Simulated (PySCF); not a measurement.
Isomers of C3H3ClN2. Level of theory: PySCF, PBE0-D3(BJ)/def2-SVP geometry optimisation, gas phase. One conformer each; no zero-point energy, no entropy. No frequencies were run at this level. Point groups hold within 0.08 Å.

Problem. Order them by energy at this level, lowest first, and give relative energies in kcal/mol.
A. `Clc1cn[nH]c1`
B. `Clc1c[nH]cn1`
C. `Clc1cc[nH]n1`

Solution. B (0.0), C (10.9), A (12.6).

As drawn, the highest has an N–N linkage, which the lowest lacks. Neighbours under 2.5 kcal/mol apart (Clc1cc[nH]n1 and Clc1cn[nH]c1) can change places with a better method, another conformer or zero-point energy.

```csv
SMILES,E (Eh),E rel (kcal/mol),dipole (D),point group,"A, B, C (MHz)"
Clc1c[nH]cn1,-685.11109,0.0,4.86,Cs,"9520, 2113, 1729"
Clc1cc[nH]n1,-685.09371,10.9,3.69,Cs,"9463, 2124, 1735"
Clc1cn[nH]c1,-685.09098,12.6,2.54,Cs,"9574, 2035, 1678"
```
